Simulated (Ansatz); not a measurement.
A nudged elastic band was laid between two geometries of AlH4N + H3P (10 atoms, charge 0, multiplicity 1).

Theory: RKS B3LYP-D4/def2-SVP in Ansatz.

* movable images: 5
* climbing image: yes
* spring: 5.0 eV/Å²
* optimiser: quadratic models (default)
* start path: through a guess of the saddle point
* force threshold: 0.03 eV/Å
* iteration limit: 60
* end points: relaxed

Initial state:

```xyz
10
Properties=species:S:1:pos:R:3
Al -0.437 0.100 -1.231
N 0.490 1.570 -0.853
H 0.342 -1.123 -1.863
H -1.999 0.126 -0.977
H 0.514 -0.090 1.559
P 0.107 -1.327 2.151
H 0.100 2.426 -0.466
H 1.491 1.682 -0.989
H 0.608 -2.111 1.064
H -1.215 -1.252 1.606
```

Final state:

```xyz
10
Properties=species:S:1:pos:R:3
Al -0.508 -0.327 -0.576
N 0.548 1.446 -0.294
H 0.216 -0.844 -1.904
H -1.986 0.275 -0.671
H 0.284 1.888 0.592
P 0.051 -1.350 1.503
H 0.375 2.125 -1.041
H 1.558 1.284 -0.257
H 0.675 -2.513 0.955
H -1.215 -1.983 1.693
```

Q: What changes between the two ends?

A: Bonds broken: H5–P6. Bonds formed: Al1–P6, N2–H5. AlH4N + H3P becomes AlH7NP.

Q: What energy profile does the band end with?

A: The forces met the threshold. The highest image is number 3 of 0 to 6, 0.81 eV above the first end and 1.51 eV above the last; the last end lies 0.71 eV below the first. Neighbouring images differ by up to 1.3 eV, so the band resolves the path poorly. A vibrational analysis at the climbing image gives one clearly imaginary mode, 1236i cm⁻¹: a first-order saddle point. The orbitals stay closed-shell, which can raise the energy where a bond breaks towards radicals; this wasn't checked here.

| image | path coordinate (Å) | energy (eV) | H5–P6 (Å) | Al1–P6 (Å) | N2–H5 (Å) |
| --- | --- | --- | --- | --- | --- |
| 0 | 0.00 | 0.00 | 1.43 | 3.71 | 2.93 |
| 1 | 0.52 | 0.03 | 1.43 | 3.48 | 2.51 |
| 2 | 1.05 | 0.25 | 1.46 | 3.11 | 2.02 |
| 3 | 1.57 | 0.81 | 1.70 | 2.76 | 1.44 |
| 4 | 2.47 | -0.46 | 2.34 | 2.42 | 1.04 |
| 5 | 3.36 | -0.69 | 3.04 | 2.38 | 1.02 |
| 6 | 4.26 | -0.71 | 3.37 | 2.38 | 1.02 |

Q: What is the geometry of the highest image?

A: 
```xyz
10
Properties=species:S:1:pos:R:3
Al -0.419 -0.243 -0.892
N 0.511 1.336 -0.394
H 0.426 -1.269 -1.748
H -1.983 -0.038 -1.002
H 0.417 0.489 0.764
P 0.081 -0.854 1.755
H 0.037 2.233 -0.288
H 1.480 1.499 -0.669
H 0.708 -1.927 1.053
H -1.258 -1.225 1.421
```

Run time: 2.5 min on 2 threads of Arm Neoverse V2, with other jobs on the host, peak memory 0.16 GiB.
